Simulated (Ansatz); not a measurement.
Basis-set extrapolation for FHMgO (`[OH][Mg][F]`) (PBE0-D4/def2-TZVP geometry, frozen core, Ansatz 0.2.0). Multiplicity 1, RHF reference. For Mg the program correlates outer-core shells too, which these sets cover unevenly, so the extrapolated numbers aren't a true limit.

|  | def2-TZVPP | def2-QZVPP |
| --- | --- | --- |
| HF | -374.681273 | -374.700690 |
| MP2 correlation | -0.701716 | -0.788840 |
| CCSD(T) correlation | -0.722727 | -0.811969 |

Energies in hartree. Use E(X) = E(∞) + A·exp(−7.88·√X) for Hartree–Fock and E(X) = E(∞) + B·X^(−2.97) for correlation, with X = 3 and 4.

What is the CCSD(T) energy at the basis-set limit?

HF limit: -374.700690 + (-0.019417) × 0.13774 = -374.70336. Correlation limit: -0.811969 + (-0.089242) × 0.74074 = -0.87807. Total: -375.58143 hartree, 465.8 kJ/mol below CCSD(T)/def2-TZVPP.
